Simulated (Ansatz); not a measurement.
Input (CCSDT(Q)/cc-pVDZ; Ansatz, a quantum-chemistry and plane-wave program):

Ansatz 0.2 input:
```yaml
crystal:
  periodic: [false, false, false]
  atoms:
    - {symbol: N, position_ang: [-1.05997366, 0.17565434, 0.10860037]}
    - {symbol: C, position_ang: [0.21644186, 0.32696809, -0.03998556]}
    - {symbol: O, position_ang: [1.07605746, -0.59592755, -0.08974990]}
    - {symbol: H, position_ang: [-1.48450763, -0.74284263, 0.20063411]}
    - {symbol: H, position_ang: [-1.66614008, 0.98767825, 0.13577794]}
    - {symbol: H, position_ang: [0.66335248, 1.33119586, -0.13870204]}
basis:
  gaussian:
    orbitals: cc-pVDZ
total_charge: 1
magnetization: {spin_polarized: true, initial_magnetization: 1}
correlation: {method: ccsdt_q, electrons: outside_noble_gas}
```

Output:

```
Functional definition: HF
integrals: 0.06 GiB planned
1067 factors; integrals over basis functions are off by at most 1.5e-7 eV
mean field: 0.18 GiB planned
mean field evaluation 1: about -4583.3698 eV, gradient 3.1e1 eV
mean field evaluation 2: about -4583.4950 eV, gradient 3.0e1 eV
mean field evaluation 4: about -4588.5743 eV, gradient 4.5e0 eV
mean field evaluation 8: about -4588.9749 eV, gradient 6.1e-1 eV
mean field evaluation 16: about -4588.9872 eV, gradient 2.9e-6 eV
mean field evaluation 32: about -4588.3229 eV, gradient 7.1e-1 eV
mean field evaluation 64: about -4588.3094 eV, gradient 8.8e-1 eV
mean field evaluation 96: about -4588.3271 eV, gradient 5.2e-3 eV
mean field evaluation 128: about -4588.3271 eV, gradient 9.7e-3 eV
mean field evaluation 160: about -4576.6737 eV, gradient 2.2e-1 eV
mean field evaluation 192: about -4588.9871 eV, gradient 1.9e-2 eV
mean field -4588.98715663 eV, -168.6421674788 hartree, gradient 3.0e-6 eV, S^2 0.760886; 7 other end points of the search recorded, 0 dependent functions left out
determinant -4588.98715663 eV, -168.6421674788 hartree, with singles and doubles -4601.42423768 eV, -169.0992217773 hartree
determinant -4588.32712687 eV, -168.6179118327 hartree, with singles and doubles -4600.72929230 eV, -169.0736830059 hartree
3 core orbitals not correlated
reference -4588.98715663 eV, -168.6421674788 hartree; 9, 8 occupied and 45, 46 virtual orbitals, 1067 factors
second order -11.56791238 eV of doubles, -0.00000000 eV of singles
coupled cluster: 1.61 GiB planned
cycle   1  -11.98927981 eV  change   -4.2e-1 eV  update   9.9e-2
cycle   2  -12.50731236 eV  change   -5.2e-1 eV  update   4.5e-2
cycle   3  -12.86365588 eV  change   -3.6e-1 eV  update   2.6e-2
cycle   4  -12.83727535 eV  change    2.6e-2 eV  update   1.1e-2
cycle   5  -12.81868071 eV  change    1.9e-2 eV  update   6.8e-3
cycle   6  -12.83190793 eV  change   -1.3e-2 eV  update   3.5e-3
cycle   7  -12.83782588 eV  change   -5.9e-3 eV  update   2.1e-3
cycle   8  -12.83547477 eV  change    2.4e-3 eV  update   9.5e-4
cycle   9  -12.83579504 eV  change   -3.2e-4 eV  update   5.6e-4
cycle  10  -12.83600988 eV  change   -2.1e-4 eV  update   3.2e-4
cycle  11  -12.83577439 eV  change    2.4e-4 eV  update   2.0e-4
cycle  12  -12.83619061 eV  change   -4.2e-4 eV  update   1.1e-4
cycle  13  -12.83620807 eV  change   -1.7e-5 eV  update   5.7e-5
cycle  14  -12.83623155 eV  change   -2.3e-5 eV  update   3.3e-5
cycle  15  -12.83627507 eV  change   -4.4e-5 eV  update   1.8e-5
cycle  16  -12.83627180 eV  change    3.3e-6 eV  update   1.0e-5
cycle  17  -12.83627337 eV  change   -1.6e-6 eV  update   6.3e-6
cycle  18  -12.83627798 eV  change   -4.6e-6 eV  update   3.9e-6
cycle  19  -12.83627399 eV  change    4.0e-6 eV  update   2.0e-6
cycle  20  -12.83627331 eV  change    6.8e-7 eV  update   1.1e-6
coupled cluster: 1.61 GiB planned
perturbative correction -0.03089363 eV, -0.0011353201 hartree
Total energy: -4601.85432357 eV, -169.1150271425 hartree
```
